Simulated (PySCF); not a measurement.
**PH₅, singlet: data card**

Level of theory: PySCF, PBE0, basis P def2-TZVP, H def2-TZVP (no relativity, density fitting).

The structure is a minimum.

```xyz
6
charge 0 multiplicity 1, angstrom
P     0.0000    0.0000    0.0000
H     0.0000    0.0000    1.4811
H     0.0000    0.0000   -1.4811
H     1.4274    0.0000    0.0000
H    -0.7137    1.2361    0.0000
H    -0.7137   -1.2361    0.0000
```

- Point group: D3h
- Bond lengths: P–H 1.427 Å (×3), P–H 1.481 Å (×2)
- Bond angles: H–P–H 90.0° (×6), H–P–H 120.0° (×3), H–P–H 180.0°
- Dipole moment: 0.00 D
- Zero-point energy: 109.9 kJ/mol
- Rotational constants: 2.737, 2.247, 2.247 cm⁻¹
- Atomisation energy without zero-point energy: 1282 kJ/mol
- Entropy at 298.15 K and 1 bar: 217.5 J/(mol K)
- Lowest empty level: 0.32 eV
- Rotational symmetry number: 6
- Highest occupied level: -6.14 eV
- Enthalpy at 298.15 K above 0 K: 11.24 kJ/mol
- Heat capacity Cp at 298.15 K: 47.0 J/(mol K)
- Principal polarisabilities: 26.8, 26.8, 37.6 bohr³
- Principal quadrupole moments (Buckingham, traceless) about the centre of mass: -4.34, 2.17, 2.17 D Å

Harmonic modes (masses in u: P 30.974, H 1.008):
```tsv
symmetry	ω (cm⁻¹)	IR (km/mol, summed over degenerate members)	type
e'	505	12.6	bend
a2''	1171	199	bend
e'	1246	287	bend
e''	1443	0.0	bend
a1'	1881	0.0	stretch
a2''	1975	879	stretch
a1'	2314	0.0	stretch
e'	2326	177	stretch
```

In D3h the vibrations span 3e' + 2a2'' + e'' + 2a1'. The a1', e'' modes carry no infrared intensity, as symmetry demands.

Charges (e):
```
  atom  Mulliken  Löwdin  polar tensor  Mayer order to P1
    P1     -0.11    0.16          1.24                  –
  H2,3     -0.04   -0.08         -0.39               0.86
H4,5,6      0.06    0.00         -0.15               0.92
```

Mulliken populations on P1: s 5.47, p 9.09, d 0.53, f 0.02.

Counting electrons, phosphorus keeps none of its valence electrons outside its bonds, so the VSEPR class is AX5 and the expected shape is trigonal bipyramidal (D3h), as computed.

The final relaxation and frequency run took 12 s on 2 threads of a shared Arm Neoverse V2 host, with 67 basis functions and 10 gradients; the process peaked at 1.1 GiB. Launch command: `OMP_NUM_THREADS=2 python axn.py task.json out`.
